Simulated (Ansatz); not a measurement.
# Lithium, bcc under r²SCAN: testing the Gaussian smearing

Aim: find which Gaussian smearing width is enough for energy and pressure. The geometry was relaxed under r²SCAN beforehand and stays fixed; 7 values are run, from 0.01 to 1.0 eV. Wanted are the values from which on the energy stays within 10 and 1 meV/atom, and the pressure within 0.5 GPa, of the narrowest run. Within the series other settings stay, but some runs also write fields, which adds to their time. Spin polarisation is left out.

Computed with Ansatz 0.2.0 (DFT r²SCAN, plane waves with PAW, scalar-relativistic, unless a step says otherwise).

## (1) The starting structure

Symmetry: Im-3m, No. 229, cubic system. The conventional cell has a = 3.476 Å, b = 3.476 Å, c = 3.476 Å, α = 90.00°, β = 90.00°, γ = 90.00°. Li (site symmetry m-3m) is surrounded by 8 Li at 3.01 Å.

Coordinates:

```xyz
1
Lattice="-1.7379 1.7379 1.7379 1.7379 -1.7379 1.7379 1.7379 1.7379 -1.7379" Properties=species:S:1:pos:R:3 pbc="T T T"
Li    0.0000    0.0000    0.0000
```

## (2) Run at 0.01 eV

The run at 0.01 eV.

Input file input.yaml:

```yaml
crystal:
  lattice:
    - [-1.7379403969, 1.7379403969, 1.7379403969]
    - [1.7379403969, -1.7379403969, 1.7379403969]
    - [1.7379403969, 1.7379403969, -1.7379403969]
  atoms:
    - { symbol: Li, position: [0.0, 0.0, 0.0] }
hamiltonian:
  xc: r2scan
  pseudopotentials:
    kind: paw
    azcp:
      Li: "pseudopotentials/Li.paw.azcp"
basis:
  ecutwfc: 500
  fft_grid_basis: typed
kpoints:
  mp_grid: { grid: [13, 13, 13], shift: [0, 0, 0] }
magnetization:
  spin_polarized: false
scf:
  occupations: { method: gaussian, width: 0.01 }
  lower_state_search: "off"
output:
  stress: true
```

The run is started by

```
ansatz run input.yaml --threads 2 --pin off --max-ram 5120MiB --backend cpu --events-out ev --progress --plain --runs-dir out
```

## (3) Run at 0.03 eV

The run at 0.03 eV.

input.yaml: that of step 2 with these lines changed.

```diff
@@ -21,3 +21,3 @@
 scf:
-  occupations: { method: gaussian, width: 0.01 }
+  occupations: { method: gaussian, width: 0.03 }
   lower_state_search: "off"
```

## (4) Run at 0.1 eV

The run at 0.1 eV.

input.yaml: that of step 3 with these lines changed.

```diff
@@ -21,3 +21,3 @@
 scf:
-  occupations: { method: gaussian, width: 0.03 }
+  occupations: { method: gaussian, width: 0.1 }
   lower_state_search: "off"
@@ -25 +25,5 @@
   stress: true
+  write_density: true
+  write_potential: true
+  elf: true
+  volumetric_format: npy
```

## (5) Run at 0.2 eV

The run at 0.2 eV.

input.yaml: that of step 4 with these lines changed.

```diff
@@ -21,3 +21,3 @@
 scf:
-  occupations: { method: gaussian, width: 0.1 }
+  occupations: { method: gaussian, width: 0.2 }
   lower_state_search: "off"
@@ -25,5 +25 @@
   stress: true
-  write_density: true
-  write_potential: true
-  elf: true
-  volumetric_format: npy
```

## (6) Run at 0.3 eV

The run at 0.3 eV.

input.yaml: that of step 5 with these lines changed.

```diff
@@ -21,3 +21,3 @@
 scf:
-  occupations: { method: gaussian, width: 0.2 }
+  occupations: { method: gaussian, width: 0.3 }
   lower_state_search: "off"
```

## (7) Run at 0.6 eV

The run at 0.6 eV.

input.yaml: that of step 6 with these lines changed.

```diff
@@ -21,3 +21,3 @@
 scf:
-  occupations: { method: gaussian, width: 0.3 }
+  occupations: { method: gaussian, width: 0.6 }
   lower_state_search: "off"
```

## (8) Run at 1.0 eV

The run at 1.0 eV.

input.yaml: that of step 7 with these lines changed.

```diff
@@ -21,3 +21,3 @@
 scf:
-  occupations: { method: gaussian, width: 0.6 }
+  occupations: { method: gaussian, width: 1.0 }
   lower_state_search: "off"
```

(Steps that only read results are left out.)

Before running it: what results should come out?

As calculated:

| quantity | value |
| --- | --- |
| E(σ → 0) stays within 10 meV/atom of 0.01 eV | up to 1.0 eV |
| E(σ → 0) stays within 1 meV/atom | up to 0.6 eV |
| pressure stays within 0.5 GPa | up to 1.0 eV |
| pressure at 0.01 eV | -0.02 GPa |
| energy of a separate run on a finer mesh (21×21×21) | +1.0 meV/atom from 0.01 eV |

What this shows: The far end, 1.0 eV, lies -3.0 meV/atom and +0.3 GPa from the yardstick. Over the range F shifts by -106.9 meV/atom, while E(σ → 0) shifts by -3.0. With this scheme F falls about as the square of the width. The mesh (13×13×13) is fixed, so the narrowest widths carry a k-point error of their own. The yardstick itself is unsettled by 1.0 meV/atom against the finer mesh, so the thresholds above hold only within this series, and wider smearing, which averages over more states, can land nearer the fine-mesh value than the narrowest does.
